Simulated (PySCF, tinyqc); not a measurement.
Ways to converge the cycle: SCF convergence aids in the sto-6g basis, for CH2, spin multiplicity 1. Computed by the program tinyqc with PySCF. Command: `OMP_NUM_THREADS=1 python tinyqc.py 111791 111792 out.jsonl`; one thread of a shared host (Intel(R) Xeon(R) Processor @ 2.60GHz), about 1 s.

Geometry (angstrom):
```
atom,x,y,z
C,0.0000,0.0000,0.0000
H,0.0000,1.0790,0.4910
H,0.0000,-1.0790,0.4910
```

lowest restricted solution found by these runs and by PySCF = -38.711640 hartree

RHF with one setting changed at a time; a run stops when the energy changes by less than 1e-09 hartree and the error matrix is below 1e-5. The start is the Wolfsberg-Helmholz matrix. Damping d keeps d of the old density; a shift (hartree) raises the virtual levels; DIIS n extrapolates F over n matrices.

Largest element of the error matrix X^T (FDS - SDF) X:
```
iteration,plain,damping 0.3,damping 0.6,shift 0.4,DIIS 3,DIIS 8
1,3.1e-01,3.1e-01,3.1e-01,3.1e-01,3.1e-01,3.1e-01
2,5.9e-02,1.2e-01,2.0e-01,1.1e-01,5.9e-02,5.9e-02
3,2.9e-02,4.8e-02,1.3e-01,5.5e-02,2.6e-02,2.6e-02
4,1.4e-02,3.1e-02,8.5e-02,3.6e-02,4.4e-03,4.4e-03
5,6.5e-03,2.0e-02,5.6e-02,2.3e-02,6.8e-04,5.8e-04
6,3.1e-03,1.2e-02,3.7e-02,1.5e-02,2.2e-05,1.2e-05
8,7.3e-04,5.0e-03,2.3e-02,6.4e-03,6.0e-08,-
10,1.7e-04,2.0e-03,1.5e-02,2.7e-03,-,-
14,9.7e-06,3.4e-04,5.7e-03,5.2e-04,-,-
20,-,2.3e-05,1.4e-03,4.2e-05,-,-
30,-,-,1.4e-04,-,-,-
```

How each run ends:
```
run,iterations,E (hartree),state
plain,15,-38.71164,lowest found
damping 0.3,22,-38.71164,lowest found
damping 0.6,42,-38.71164,lowest found
shift 0.4,24,-38.71164,lowest found
DIIS 3,8,-38.71164,lowest found
DIIS 8,7,-38.71164,lowest found
```

6 of 6 runs reach the lowest restricted solution found, in 7 to 42 iterations (fastest: DIIS 8). Plain steps already contract here, so damping only slows them. DIIS 3 and DIIS 8 gain by cancelling the error over several earlier matrices, much as a quasi-Newton step does. The restricted reference is unstable here: a spin-polarised solution lies 0.0459 hartree lower (PySCF), so results built on it describe a poor reference.
